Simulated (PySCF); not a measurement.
# Electric field gradients and quadrupole coupling constants

Species: F₂OS.
SMILES with atom numbers: `[O:1]=[S:2]([F:3])[F:4]`

Geometry (PBE0-D3(BJ)/def2-SVP, Å), atoms numbered from 1 in this order:
```xyz
4
F2OS angstrom
O      1.365    0.137   -0.388
S      0.233   -0.115    0.461
F     -0.820    1.083    0.202
F     -0.694   -1.195   -0.306
```

Field gradients from the PBE0/pcSseg-1 density (PySCF, non-relativistic), principal values in atomic units, ordered |Vxx| ≤ |Vyy| ≤ |Vzz|:

```csv
atom,Vxx,Vyy,Vzz
O1,-0.0941,-0.9351,1.0291
S2,1.1084,1.7300,-2.8384
```

Q: Find the asymmetry η = (Vxx − Vyy)/Vzz and the couplings χ = eQV/h (234.96 MHz × Q in barn × V in au), with Q(17O) = −0.0256 b, Q(33S) = −0.0678 b.

A: 
```
atom      environment  nucleus     η  χzz (MHz)  χxx (MHz)  χyy (MHz)
  O1  sulfinyl oxygen      17O  0.82      -6.19       0.57       5.62
  S2  sulfinyl sulfur      33S  0.22      45.22     -17.66     -27.56
```

Q: What is Vzz at O1 in SI units (1 au = 9.71736 × 10²¹ V/m²)?

A: 1.0291 au = 10.001 × 10²¹ V/m².

Q: And the gradient at the other heavy atoms, for which no coupling is worked out here?

A: 
| atom | environment | Vzz (au) | η |
| --- | --- | --- | --- |
| F3 | sulfur-bound fluorine | 2.466 | 0.05 |
| F4 | sulfur-bound fluorine | 2.466 | 0.05 |

Isolated species at its PBE0-D3(BJ)/def2-SVP geometry, gas phase. These gradients aren't converged with respect to the basis.
